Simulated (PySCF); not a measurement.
Compound: 1,2-dichloropropane, C3H6Cl2.
SMILES with atom numbers: `[CH3:1][C@@H:2]([Cl:3])[CH2:4][Cl:5]` (hydrogens: H6, H7, H8 on C1; H9 on C2; H10, H11 on C4)

Structure used (PBE0-D3(BJ)/def2-SVP), in Å, numbered top down from 1:
```xyz
11
C3H6Cl2 angstrom
C      1.2600   -0.4240    0.1885
C      0.0498    0.4581   -0.0070
Cl     0.0320    1.1196   -1.6856
C     -1.2803   -0.2455    0.1863
Cl    -1.4710   -0.7919    1.8775
H      2.1862    0.1463    0.0360
H      1.2463   -1.2634   -0.5231
H      1.2568   -0.8296    1.2111
H      0.0935    1.3348    0.6559
H     -1.3530   -1.1287   -0.4641
H     -2.1128    0.4329   -0.0379
```

Level of theory: core-valence-separated Tamm–Dancoff BHandHLYP/aug-pcX-1 (pcseg-1 on H, def2-SVPD on Cl) in PySCF, non-relativistic, gas phase, PBE0-D3(BJ)/def2-SVP geometry. No empirical shift is added; at this level the pattern usually sits a few eV under experiment.

The lowest roots of each edge with f over 0.003 (five at most, numbered afresh; weaker and dark ones are left out), with transition dipoles (au) in the frame of the coordinates:

| root | edge | E (eV) | μx | μy | μz |
| --- | --- | --- | --- | --- | --- |
| 1 | C | 285.00 | 0.0070 | 0.0123 | -0.0435 |
| 2 | C | 285.02 | 0.0049 | 0.0452 | -0.1255 |
| 3 | C | 285.79 | 0.0382 | -0.0179 | -0.0085 |
| 4 | C | 286.19 | -0.0002 | -0.0052 | -0.0345 |
| 5 | C | 286.42 | -0.0271 | -0.0517 | -0.0174 |

What are the oscillator strengths?

f = (2/3) ΔE |μ|², with ΔE in hartree (27.2114 eV):

| root | ΔE (Eh) | \|μ\|² (au) | f | core hole on |
| --- | --- | --- | --- | --- |
| 1 | 10.4735 | 0.002093 | 0.015 | C4 |
| 2 | 10.4744 | 0.017817 | 0.124 | C2 |
| 3 | 10.5024 | 0.001852 | 0.013 | C1 |
| 4 | 10.5173 | 0.001217 | 0.009 | C1 |
| 5 | 10.5257 | 0.003710 | 0.026 | C1 |

Molecules are fixed in this frame and the field points along (0, 1, 1)/√2. What effective strengths 3 f cos²θ do the roots have (θ between field and μ)?

root 1 (C4): 0.010, root 2 (C2): 0.067, root 3 (C1): 0.007, root 4 (C1): 0.017, root 5 (C1): 0.050. Root 2 is the strongest. Averaged over all orientations cos²θ is 1/3, which gives f back.

One conformer stands for the species.
